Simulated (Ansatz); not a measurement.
Born–Oppenheimer molecular dynamics of BH2OSi (5 atoms, charge 0, multiplicity 2). It starts from a relaxed structure.

Method: Ansatz 0.2.0, UKS PBE-D4/def2-SVP.

```yaml
ensemble: NVE (Milne-controlled integrator)
time_step: 0.5 fs
steps_asked: 300
starting_velocities_drawn_for: 700 K
masses: H 2.014 u
seed: 792303
```

First frame:

```xyz
5
Properties=species:S:1:pos:R:3
B -0.920 -0.735 -0.135
Si 0.635 0.336 0.119
O 0.334 1.850 -0.196
H -2.002 -1.213 -0.352
H 1.952 -0.238 0.563
```

Problem. How far do the bonds stretch over the last three quarters of this one trajectory? (Pairs bonded in most of those frames.)

Solution. 
```csv
bond,mean (Å),spread (Å),shortest,longest
B1–Si2,1.925,0.017,1.89,1.97
B1–H4,1.216,0.069,1.11,1.31
Si2–O3,1.574,0.034,1.52,1.62
Si2–H5,1.510,0.025,1.47,1.55
```

Mean temperature of the second half: 368 K. The conserved energy stayed within 0.018 meV per atom of its start (net change -0.0058 meV per atom), so the integration is sound. The temperature averaged 0.53 of the 700 K drawn at the start: a run that starts near a minimum puts about half its kinetic energy into the potential. A run of 0.15 ps of so small a system gives no equilibrium averages.

The run took 8.4 min on 1 thread of Arm Neoverse V1, on a shared host, peak memory 0.11 GiB.
